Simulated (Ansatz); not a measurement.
**CH3−: energies up the ladder**

Aim: energies up the ladder, for CH3−, with the cost of each level. Charge -1.

Computed with Ansatz 0.2.0 (the levels named in each step, unless a step's input says otherwise).

## (1) The starting structure

Bond lengths: C1–H2 1.083 Å, C1–H3 1.083 Å, C1–H4 1.083 Å. Angles: H2–C1–H3 120.0°, H2–C1–H4 120.0°, H3–C1–H4 120.0°.

As a file:

```xyz
4

C     0.0000    0.0000   -0.0001
H     1.0724   -0.1478    0.0272
H    -0.6637   -0.8550   -0.0350
H    -0.4088    1.0027    0.0093
```

## (2) A rough first relaxation, PBE-D4/def2-SVPD

input.yaml reads:

```yaml
crystal:
  periodic: [false, false, false]
  atoms:
    - { symbol: C, position_ang: [-2.0e-05, -3.0e-05, -0.00013] }
    - { symbol: H, position_ang: [1.07242, -0.14777, 0.02721] }
    - { symbol: H, position_ang: [-0.66366, -0.85498, -0.03503] }
    - { symbol: H, position_ang: [-0.4088, 1.00272, 0.0093] }
total_charge: -1
basis:
  gaussian: { orbitals: def2-SVPD }
hamiltonian:
  xc: pbe
  dispersion: d4
relax:
  f_tol: 0.03
  max_steps: 200
```

On the command line:

```bash
> ansatz run input.yaml --threads 2 --pin off --max-ram 5120MiB --backend cpu --events-out ev --progress --plain --runs-dir out
```

After this run come: Relaxation, PBE0-D4/def2-TZVPPD; Frequencies, PBE0-D4/def2-TZVPPD; Single point, PBE-D4/def2-TZVPPD; Single point, r2SCAN-D4/def2-TZVPPD; Single point, B3LYP-D4/def2-TZVPPD; Single point, wB97M-V/def2-TZVPPD; Single point, B2PLYP/def2-TZVPPD; Single point, LDA/def2-TZVPPD; Single point, PBE0-D4/def2-SVPD; Single point, PBE-D4/def2-SVPD; Single point, CCSD(T)/def2-TZVPPD; Single point, CCSD(T)/def2-QZVPPD.

Before running it: what results should come out? Wanted: C1–H2 at PBE0-D4/def2-TZVPPD; C1–H3 at PBE0-D4/def2-TZVPPD; frequencies at PBE0-D4/def2-TZVPPD; energy at CCSD(T)/CBS.

As calculated:

| quantity | value |
| --- | --- |
| C1–H2 at PBE0-D4/def2-TZVPPD | 1.111 Å |
| C1–H3 at PBE0-D4/def2-TZVPPD | 1.111 Å |
| frequencies at PBE0-D4/def2-TZVPPD | 981 to 2921 cm⁻¹ |
| energy at CCSD(T)/CBS | -1082.354 eV |

No mode is imaginary, so the geometry is a minimum. These totals serve in differences with atoms or fragments at the same level; alone they don't rank the methods.
